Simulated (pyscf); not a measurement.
PySCF, gas phase, ωB97X-D3(BJ)/def2-SVP geometries.

Problem. Estimate by transition-state theory the rate constant of ethane (H₃C–CH₃) + [F–Al–F]• → H₃C–Al(F)–F + methyl (CH₃•) (doublet surface; C–C broken, Al–C formed) at 600 K, with ωB97M-D3(BJ)/def2-TZVP energies (ideal gas, 1 atm, RRHO with modes under 100 cm⁻¹ raised to 100, one conformer, R ln 2 for rigid chiral ones; no tunnelling).

Solution. The electronic barrier is 41.6 kcal/mol and the thermal terms add +14.3, so ΔG‡ = 55.9 kcal/mol. With k_BT/h = 1.25e+13 s⁻¹ and RT = 1.192 kcal/mol, and a volume of 8.18e-20 cm³ per molecule at 1 atm, k = 4.4e-27 cm³ molecule⁻¹ s⁻¹. Wigner's tunnelling factor for 1145i cm⁻¹ would be 1.31. A shift of 1 kcal/mol in the barrier changes k by a factor 2.3. This is the saddle that the search found; another between the same sides may lie lower. The angle at the attacked C is 166°.
